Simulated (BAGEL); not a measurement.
**BH3O2 (SMILES OBO): HF/STO-3G (density fitting with qzvpp-jkfit)**

Aim: the vertical ionisation energy of BH3O2 at HF/STO-3G (density fitting with qzvpp-jkfit), from 2 runs. 

Program for the calculation: BAGEL 1.2.2.

### Step 1. The molecule

BH3O2: 6 atoms, total charge 0, spin state singlet. As SMILES, `OBO`. The coordinates come from a PBE0-D4/def2-TZVP relaxation. This is one conformer, not always the lowest.

Bond lengths: O1–B2 1.356 Å, B2–O3 1.356 Å, O1–H4 0.958 Å, B2–H5 1.204 Å, O3–H6 0.958 Å. Angles: O1–B2–O3 116.8°, O1–B2–H5 121.6°, O3–B2–H5 121.6°, B2–O1–H4 112.7°, B2–O3–H6 112.7°.

### Step 2. The energy at HF/STO-3G (density fitting with qzvpp-jkfit)

hf.json

```json
{ "bagel": [

{
  "title": "molecule",
  "basis": "sto-3g",
  "df_basis": "qzvpp-jkfit",
  "angstrom": true,
  "geometry": [
    { "atom": "O", "xyz": [      -1.176200,      -0.524500,      -0.251800 ] },
    { "atom": "B", "xyz": [       0.049500,       0.028100,      -0.072900 ] },
    { "atom": "O", "xyz": [       0.580600,      -0.053800,       1.172500 ] },
    { "atom": "H", "xyz": [      -1.494700,      -0.433500,      -1.150600 ] },
    { "atom": "H", "xyz": [       0.637800,       0.565600,      -0.976100 ] },
    { "atom": "H", "xyz": [       1.445200,       0.354100,       1.232800 ] }
  ]
},

{ "title": "hf" },

{ "title": "print", "file": "orbitals.molden", "orbitals": true }

]}
```

Started as:

```
BAGEL_NUM_THREADS=1 BAGEL hf.json > hf.out
```

Log:

```text
* using 1 threads per process

  ===============================================================
  ===============================================================

  *** Geometry ***

  { "atom" : "O", "xyz" : [     -2.222696,     -0.991161,     -0.475833 ] },
  { "atom" : "B", "xyz" : [      0.093541,      0.053101,     -0.137761 ] },
  { "atom" : "O", "xyz" : [      1.097175,     -0.101667,      2.215704 ] },
  { "atom" : "H", "xyz" : [     -2.824574,     -0.819196,     -2.174319 ] },
  { "atom" : "H", "xyz" : [      1.205267,      1.068829,     -1.844562 ] },
  { "atom" : "H", "xyz" : [      2.731032,      0.669152,      2.329654 ] },

  Number of auxiliary basis functions:      283

  Since a DF basis is specified, we compute 2- and 3-index integrals:
    o Being stored without compression. Storage requirement is 0.001 GB

  Number of basis functions:       18
  Number of electrons      :       24

    * METHOD: MOLECULE                             0.04

  *** RHF ***

  === Nuclear Repulsion ===
    66.7052445314

      * DIIS with orbital gradients will be used.

  === RHF iteration (sto-3g) ===
      0       -173.81012190          0.02802634           0.00
      1       -173.87990507          0.00836247           0.00
      2       -173.88578432          0.00133903           0.00
      3       -173.88603667          0.00007873           0.00
      4       -173.88603763          0.00001444           0.00
      5       -173.88603766          0.00000172           0.00
      6       -173.88603766          0.00000032           0.00
      7       -173.88603766          0.00000008           0.00
      8       -173.88603766          0.00000001           0.00
    * SCF iteration converged.

    * Permanent dipole moment:
           (   -0.391632,    -0.357755,     0.601431) a.u.

    * METHOD: HF                                   0.05

    * METHOD: PRINT                                0.00

  ===============================================================
```

Wall time 0.24 s (1 thread of Arm Neoverse V2, shared host).

### Step 3. The doublet cation

job.json

```json
{ "bagel": [

{
  "title": "molecule",
  "basis": "sto-3g",
  "df_basis": "qzvpp-jkfit",
  "angstrom": true,
  "geometry": [
    { "atom": "O", "xyz": [      -1.176200,      -0.524500,      -0.251800 ] },
    { "atom": "B", "xyz": [       0.049500,       0.028100,      -0.072900 ] },
    { "atom": "O", "xyz": [       0.580600,      -0.053800,       1.172500 ] },
    { "atom": "H", "xyz": [      -1.494700,      -0.433500,      -1.150600 ] },
    { "atom": "H", "xyz": [       0.637800,       0.565600,      -0.976100 ] },
    { "atom": "H", "xyz": [       1.445200,       0.354100,       1.232800 ] }
  ]
},

{
  "title": "uhf",
  "charge": 1,
  "nopen": 1
},

{
  "title": "print",
  "file": "orbitals.molden",
  "orbitals": true
}

]}
```

Started as:

```
BAGEL_NUM_THREADS=1 BAGEL job.json > job.out
```

Log:

```text
* using 1 threads per process

  ===============================================================
  ===============================================================

  *** Geometry ***

  { "atom" : "O", "xyz" : [     -2.222696,     -0.991161,     -0.475833 ] },
  { "atom" : "B", "xyz" : [      0.093541,      0.053101,     -0.137761 ] },
  { "atom" : "O", "xyz" : [      1.097175,     -0.101667,      2.215704 ] },
  { "atom" : "H", "xyz" : [     -2.824574,     -0.819196,     -2.174319 ] },
  { "atom" : "H", "xyz" : [      1.205267,      1.068829,     -1.844562 ] },
  { "atom" : "H", "xyz" : [      2.731032,      0.669152,      2.329654 ] },

  Number of auxiliary basis functions:      283

  Since a DF basis is specified, we compute 2- and 3-index integrals:
    o Being stored without compression. Storage requirement is 0.001 GB

  Number of basis functions:       18
  Number of electrons      :       24

    * METHOD: MOLECULE                             0.04

  *** Open-shell HF ***

  === Nuclear Repulsion ===
    66.7052445314

      * DIIS with orbital gradients will be used.

  === UHF iteration (sto-3g) ===
      0       -173.47167459          0.04801100           0.00
      1       -173.53137176          0.02164480           0.00
      2       -173.54134812          0.00787706           0.00
      3       -173.54358722          0.00264195           0.00
      4       -173.54457629          0.00111697           0.00
      5       -173.54476711          0.00014584           0.00
      6       -173.54477891          0.00006641           0.00
      7       -173.54478074          0.00001665           0.00
      8       -173.54478088          0.00001181           0.00
      9       -173.54478094          0.00001107           0.00
     10       -173.54478093          0.00001012           0.00
     11       -173.54478090          0.00000697           0.00
     12       -173.54478089          0.00000343           0.00
     13       -173.54478089          0.00000342           0.00
     14       -173.54478089          0.00000316           0.00
     15       -173.54478089          0.00000258           0.00
     16       -173.54478088          0.00000123           0.00
     17       -173.54478088          0.00000065           0.00
     18       -173.54478088          0.00000060           0.00
     19       -173.54478088          0.00000068           0.00
     20       -173.54478088          0.00000060           0.00
     21       -173.54478088          0.00000053           0.00
     22       -173.54478088          0.00000054           0.00
     23       -173.54478088          0.00000055           0.00
     24       -173.54478088          0.00000049           0.00
     25       -173.54478088          0.00000043           0.00
     26       -173.54478088          0.00000031           0.00
     27       -173.54478088          0.00000008           0.00
     28       -173.54478088          0.00000004           0.00
     29       -173.54478088          0.00000002           0.00
     30       -173.54478088          0.00000001           0.00
     31       -173.54478088          0.00000001           0.00
    * SCF iteration converged.

    * S^2 (UHF) is 0.7848

    * Permanent dipole moment:
           (   -0.611464,    -0.558681,     0.939274) a.u.

    * METHOD: UHF                                  0.14

    * METHOD: PRINT                                0.00

  ===============================================================
```

Run time: 0.34 s. Hardware: 1 thread of Arm Neoverse V2, shared host.

### Step 4. Summary of results

Level: HF/STO-3G (density fitting with qzvpp-jkfit).

| quantity | value |
| --- | --- |
| singlet BH3O2: total energy | -173.88604 Eh |
| singlet BH3O2: dipole moment | 2.04 D |
| singlet BH3O2: HOMO energy | -10.08 eV |
| singlet BH3O2: LUMO energy | 9.74 eV |
| singlet BH3O2: HOMO–LUMO gap | 19.82 eV |
| doublet cation: total energy | -173.54478 Eh |
| doublet cation: ⟨S²⟩ | 0.785 |
| vertical ionisation energy (to the doublet cation) | 9.286 eV |

In words: The vertical ionisation energy comes to 9.29 eV (214 kcal/mol). The negative HOMO energy of the first species, 10.08 eV, lies 0.79 eV above that difference. In a minimal basis such a difference can be off by several eV, whatever the method.
